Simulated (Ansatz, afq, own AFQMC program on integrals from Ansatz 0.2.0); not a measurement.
SiH$_{3}$⁻, singlet: AFQMC among the cluster methods

```csv
atom,x (Å),y (Å),z (Å)
Si,0.0000,0.0000,-0.1058
H,1.7176,-0.0003,0.9826
H,-0.8586,1.4876,0.9826
H,-0.8590,-1.4874,0.9825
```

Basis 6-31++G**. Only valence electrons are correlated. Integrals, coupled cluster, full CI and functionals: Ansatz 0.2.0; the random walks run on the same integrals in our own AFQMC program. The CISD trial takes its coefficients from CCSD amplitudes. Released means that phaseless walkers are propagated on without the constraint, phases kept. Uncertainties: one standard error, sampling alone.

Determinant: RHF, the one that the program's search chose, which needn't be the lowest solution. The geometry is a point of a scan.

No full CI on the walks' own integrals is used here; CCSDT(Q) serves as the reference and is uncertain by about the last step of the cluster series.

Cautions: higher spins were not checked; raised T1 diagnostic (T1 0.024, weight of the determinant 0.87, largest double 0.06).

The T1 diagnostic is 0.0237, the weight of the determinant in the CISD state is 0.868 and the size of the correlated space is 8 electrons in 36 orbitals.

```tsv
level	correlation energy (eV)
MP2	-2.9848
CCSD	-3.9126
CCSD(T)	-4.0442
```

(1) Estimate where phaseless AFQMC with the Hartree–Fock trial lies against CCSD(T) on the same integrals.

(1) 0.6 ± 7.3 kJ/mol below CCSD(T). The gap is under twice the noise, so this walk alone can't tell the two apart.

Reference: CCSDT(Q), correlation energy -4.078 eV. The released energy is read at 2.40 1/Eh (meV from the phaseless value at times in 1/Eh: 0 ± 13 at 0.24, -2 ± 10 at 0.51, -10 ± 10 at 0.99, -12 ± 12 at 1.62, -13 ± 13 at 2.40).

```csv
level,E − E(reference) (kJ/mol),share of correlation (%)
CCSD(T),3.3,99.16
CCSDT,0.1,99.96
ph-AFQMC/HF,2.7 ± 7.3,99.30
ph-AFQMC/CISD,0.7 ± 1.1,99.83
released AFQMC,-0.6 ± 1.3,100.15
```

A walk keeps the symmetry of its determinant, which the program's search chose and which needn't be the lowest solution, so a lower state of the same spin and another symmetry isn't excluded. Released energies are given only where the last usable release times agree within the noise; a slower fall can still hide under it.
